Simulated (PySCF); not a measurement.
## First hyperpolarisability: 3-chloro-1-butyne, C$_{4}$H$_{5}$Cl

Geometry:
```csv
atom,x (Å),y (Å),z (Å)
C1,2.273,0.291,0.078
C2,1.084,0.370,0.208
C3,-0.355,0.423,0.361
C4,-1.061,-0.727,-0.331
Cl5,-0.978,1.993,-0.276
H6,3.330,0.229,-0.034
H7,-0.606,0.441,1.423
H8,-0.842,-0.719,-1.398
H9,-0.713,-1.672,0.091
H10,-2.139,-0.646,-0.187
```

Level of theory: quadratic response CAM-B3LYP/def2-TZVPD first hyperpolarisability, Taylor convention, gas phase (PySCF). Geometry: PBE0-D3(BJ)/def2-TZVP.

Q: What is the first hyperpolarisability, and how does it disperse?

A: In 10⁻³⁰ esu, Taylor convention; the vector part is βᵢ = ⅓ Σⱼ (βᵢⱼⱼ + βⱼᵢⱼ + βⱼⱼᵢ); β∥ is 3/5 of the vector part along the dipole, the dipole points from − to +:
| process | λ (nm) | β vector norm | β∥ | β HRS | depolarisation ratio |
| --- | --- | --- | --- | --- | --- |
| static β(0;0,0) | ∞ | 0.31 | 0.15 | 0.18 | 2.58 |
| second harmonic β(−2ω;ω,ω) | 1907 | 0.33 | 0.15 | 0.19 | 2.61 |
| Pockels β(−ω;ω,0) | 1907 | 0.31 | 0.15 | – | – |
| second harmonic β(−2ω;ω,ω) | 1064 | 0.38 | 0.18 | 0.21 | 2.68 |
| Pockels β(−ω;ω,0) | 1064 | 0.33 | 0.15 | – | – |

Q: Which lowest excitations, dipole and polarisabilities go with it?

A: S1 6.09 eV (f = 0.000); S2 6.47 eV (f = 0.029); S3 6.77 eV (f = 0.001); dipole 1.94 D; isotropic α 62.5 au static, 62.6 au at 1907 nm, 63.0 au at 1064 nm, 63.2 au at 953.5 nm, 64.8 au at 532 nm.
